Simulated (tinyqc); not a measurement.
ROHF in the sto-6g basis, for H2O+, spin multiplicity 2, step by step. Computed by tinyqc, a small Python program that keeps every step (integrals from PySCF). Settings: charge = 1, multiplicity = 2, basis = sto-6g, energy threshold = 1e-08, iteration cap = 57, orthogonalisation = symmetric, start = Wolfsberg-Helmholz matrix, DIIS depth = 3, method = ROHF. Command: `OMP_NUM_THREADS=1 python tinyqc.py 27274 27275 out.jsonl` (the two numbers bound the seeds that draw the settings). One thread of a shared host (Intel(R) Xeon(R) Processor @ 2.60GHz), about 0.1 s of CPU time with the checks.

Geometry (angstrom):

| atom | x | y | z |
|---|---|---|---|
| O | 0.0000 | 0.0000 | 0.0000 |
| H | 0.0000 | 1.0080 | 0.8340 |
| H | 0.0000 | -0.9920 | 0.8200 |

Stop when the energy changes by less than 1e-08 hartree and every element of the error matrix X^T (F D S - S D F) X is below 3e-05.

Course of the cycle:

| iteration | E (hartree) | change | largest element of the error matrix |
|---|---|---|---|
| 1 | -75.005959 | - | 3.58e-01 |
| 2 | -75.280487 | -2.75e-01 | 1.04e-01 |
| 3 | -75.291990 | -1.15e-02 | 1.95e-02 |
| 4 | -75.292819 | -8.29e-04 | 5.16e-03 |
| 5 | -75.292863 | -4.33e-05 | 1.64e-03 |
| 6 | -75.292873 | -1.04e-05 | 7.62e-04 |
| 7 | -75.292875 | -2.30e-06 | 5.16e-05 |
| 8 | -75.292875 | -2.80e-09 | 1.15e-05 |

Can the last value be used, and what does the course show?

Yes. Converged in 8 iterations. PySCF ROHF in the same basis = -75.292875 hartree.
